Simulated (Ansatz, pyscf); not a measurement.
H₃C–F (SMILES CF) + AlH₃ (SMILES [AlH3]) -> CH₄ (SMILES C) + F–AlH₂ (SMILES [F][AlH2]), a four-centre exchange on the singlet surface: C–F, Al–H broken, C–H, Al–F formed. Single points on ωB97X-D3(BJ)/def2-SVP structures (PySCF, gas phase). Wave-function energies: Ansatz (a quantum-chemistry and plane-wave program), frozen core, RHF or UHF references. In kcal/mol, from the separated reactants.

```tsv
level	barrier	reaction energy
r²SCAN/def2-TZVP	18.97	-70.43
ωB97M-D3(BJ)/def2-TZVP	24.28	-69.47
CCSD(T)/cc-pV(D+d)Z	27.24	-67.14
CCSDT(Q)/cc-pV(D+d)Z	26.74	-67.15
CCSD(T)/cc-pV(T+d)Z	26.81	-70.21
CCSD(T)/cc-pV(Q+d)Z	25.42	-71.64
```

In cc-pV(D+d)Z, going from CCSD(T) to CCSDT(Q) shifts the barrier by -0.50 and the reaction energy by -0.01 kcal/mol. With HF in the quadruple-zeta basis and the correlation energy extrapolated as X⁻³ from X = 3, 4, CCSD(T) gives 24.97 and -71.93; adding the double-zeta shift gives ΔE‡ = 24.47 and ΔE = -71.94 kcal/mol, without core correlation, relativity or geometry relaxation at these levels. On the reactant side the descent ends in an adduct with a Al–F contact, 13.96 kcal/mol under the separated species and 39.09 kcal/mol under the saddle at ωB97X-D3(BJ)/def2-TZVP. On the product side the descent ends in a complex, 4.16 kcal/mol under the separated species and 97.58 kcal/mol under the saddle at ωB97X-D3(BJ)/def2-TZVP. What is counted as formed (Al–F) is already present as a longer contact in the reactant adduct; forming that adduct is a step of its own. One saddle was located; it need not be the lowest between these sides.
